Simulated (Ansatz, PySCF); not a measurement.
## How well does each level of theory give the lattice constant a of rock-salt LiCl?

Reference value: 5.07 Å (measured, static lattice: zero-point anharmonic expansion removed, sources range from 5.056 to 5.072; as tabulated in Mejia-Rodriguez and Trickey (2018), arXiv:1807.09216).

Which of these levels comes closest to the reference?
A. MP2 (PySCF)
B. LDA (Ansatz, a first-principles code)
C. PBE-D4 (Ansatz)
D. Hartree–Fock (PySCF)

C, PBE-D4 (Ansatz)

| level (code) | value (Å) | error (%) |
|---|---|---|
| LDA (Ansatz) | 4.964 | -2.09 |
| PBE-D4 (Ansatz) | 5.087 | +0.34 |
| Hartree–Fock (PySCF) | 5.248 ± 0.02 | +3.51 |
| MP2 (PySCF) | 5.012 ± 0.02 | -1.14 |

Of these levels PBE-D4 (+0.34 %) comes nearest. Hartree–Fock (+3.51 %) misses by most. Of these only PBE-D4 lands within 0.5 %.

A ± on a computed value is a rough bar: the spread of its extrapolation, a floor set from checks against published values, or a statistical error. Cutoffs and k meshes differ between the levels. Ansatz's density-functional and Hartree–Fock values are scalar-relativistic unless marked +SOC, with PAW data made under PBE.

Differences are worked out from the printed values.
